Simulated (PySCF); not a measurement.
**How the functional moves excitation energies**

Species: C2H3F3.
Numbering: `[F:1][CH2:2][CH:3]([F:4])[F:5]` (hydrogens: H6, H7 on C2; H8 on C3)

Linear-response calculations in the def2-SVPD basis (PySCF; singlets by full response, triplets Tamm–Dancoff, core orbitals frozen in the response; HF means time-dependent Hartree–Fock). 'Strongest' is the level of largest summed f among the singlets computed (10 roots, of which the last may lack a degenerate partner); it can jump between rows when another state enters that window. S1 is the lowest singlet of each run and needn't be the same state throughout; f(S1) is that of one state. Geometry: PBE0-D3(BJ)/def2-SVP, one conformer, isolated molecule.

```
functional                               kind  S1 (eV)  f(S1)  strongest (eV)  T1 (eV)  HOMO (eV)  gap (eV)  ionisation energy, ΔSCF (eV)
       LDA                                LDA     8.17  0.007            9.02     7.83      -8.22      7.99                         11.88
       PBE                                GGA     8.20  0.007            8.91     7.84      -8.08      8.06                         11.70
     B3LYP  global hybrid, 20% exact exchange     8.99  0.009            9.76     8.59      -9.64     10.10                         12.38
      PBE0  global hybrid, 25% exact exchange     9.18  0.010           10.03     8.70      -9.85     10.64                         12.37
 BHandHLYP  global hybrid, 50% exact exchange     9.95  0.015           10.85     9.43     -11.62     12.81                         12.97
 CAM-B3LYP             range-separated hybrid     9.35  0.009           10.24     8.88     -11.41     12.75                         12.66
   wB97X-D             range-separated hybrid     9.52  0.008           10.49     9.08     -11.82     14.24                         12.51
   LC-wPBE             range-separated hybrid     9.65  0.007           11.22     9.08     -12.66     15.08                         12.71
        HF                       Hartree–Fock    11.26  0.042           12.16    10.46     -14.25     16.87                   not settled
```

S1 runs from 8.17 eV (LDA) to 11.26 eV (HF), a spread of 3.09 eV, while the orbital gap spreads over 8.9 eV. Along PBE (0%), B3LYP (20%), PBE0 (25%), BHandHLYP (50%), HF (100%) S1 rises with the share of exact exchange. −ε(HOMO) comes closest to its own ΔSCF ionisation energy with LC-wPBE (-0.05 eV) and misses most with LDA (-3.66 eV). 'Not settled' means that the ion's SCF failed to converge or may have ended in another state than the lowest.
